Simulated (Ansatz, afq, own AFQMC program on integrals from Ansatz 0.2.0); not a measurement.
AFQMC on a folder of integrals that Ansatz 0.2.0 wrote.

```yaml
crystal:
  periodic: [false, false, false]
  atoms:
    - {symbol: B, position_ang: [0.000000, 0.000000, 0.000000]}
    - {symbol: H, position_ang: [0.414685, 0.812495, 0.810653]}
    - {symbol: H, position_ang: [-0.424327, -0.807694, 0.810461]}
    - {symbol: H, position_ang: [-0.412812, 0.808646, -0.815443]}
    - {symbol: H, position_ang: [0.422454, -0.813448, -0.805671]}
basis:
  gaussian: {orbitals: cc-pVTZ}
total_charge: 1
magnetization: {spin_polarized: true, initial_magnetization: 2}
correlation: {method: ccsd_t, electrons: outside_noble_gas, hamiltonian_folder: ham}
```

```sh
$ ansatz run in.yaml --threads 1 --pin off --events-out ev --progress --plain --max-ram 24576MiB --backend cuda --devices 0, --max-vram 18GiB
```

afq runs on the folder ham with

```
--method phaseless --trial hf --walkers 1000 --populations 20 --least-time 40 --time-step 0.005 --steps-per-block 20 --equilibration-blocks 112 --max-blocks 4000 --target-error 0.0007499999999999999 --factor-cut 1e-05 --start spin_pure --seed 2219 --taylor-order 6
```

Times are imaginary, in 1/Eh. The walk had a cap of 95 s. With eight or more populations the least sampling time is a fifth of least-time, and the error comes from their spread.

Output of the walk:

```
orbitals 85  electrons 4 2  factors 471 of 471
reference energy -26.45015549 Eh
CCSD correlation -0.12193099 Eh in 10 cycles, weight of the determinant in the CISD state 0.9341
energy of the start -26.450502 Eh
 block  time / (1/Eh)  mean weight  energy / Eh
     1     0.100  1.0003  -26.479542
     2     0.200  1.0009  -26.498785
     3     0.300  1.0010  -26.512908
     4     0.400  1.0000  -26.524645
     5     0.500  1.0002  -26.534374
     8     0.800  1.0003  -26.548399
    17     1.700  0.9999  -26.567812
    41     4.100  0.9994  -26.573024
    65     6.500  0.9994  -26.578854
    89     8.900  1.0001  -26.578738
   113    11.300  1.0006  -26.579047
   137    13.700  0.9998  -26.571657
   161    16.100  0.9995  -26.579436
   169    16.900  0.9999  -26.582586
   185    18.500  0.9995  -26.571854
   209    20.900  0.9999  -26.572078
   233    23.300  0.9996  -26.569134
   241    24.100  1.0002  -26.564989
   257    25.700  1.0003  -26.570543
   281    28.100  1.0000  -26.572400
   305    30.500  1.0003  -26.572533
   329    32.900  1.0005  -26.568745
error from the spread of 20 populations
energy -26.571384 +/- 0.000732 Eh
(rows thinned)
```

The run passed its tests (sampling time, drift between the halves within three errors, error under three times the target), which doesn't prove that it has relaxed. The second half of the sampling lies above the first by 2.4 errors of their difference, so the energy may still be moving and its error bar be too small.

Against this walk (error 19.9 meV) on the same determinant: CCSD(T) 108.6 meV lower, CCSDT(Q) 130.6 meV lower, a separate phaseless walk with a CISD trial and standard settings 112.4 ± 20.0 meV lower. The error is statistical and leaves out the bias of the constraint. CCSDT(Q) is the surest value here, so the walk's 131 meV above it is most likely the bias of the constraint with this trial, which can have either sign.

Cautions: constraint bias not in the error; lower spins were not checked.

The walk took 27 s on 1 × NVIDIA H100 80GB HBM3 with 2 threads of AMD EPYC 7R13 Processor (Zen 3), on a shared host (the card was shared). The log's last line is the phaseless energy.

CCSDT and higher add their correlation energy to the determinant of the CCSD(T) run, since their own runs factorise the integrals more tightly (a shift of under 2 meV). A walk keeps the symmetry of its determinant, which the program's search chose and which needn't be the lowest solution, so a lower state of the same spin and another symmetry isn't excluded.
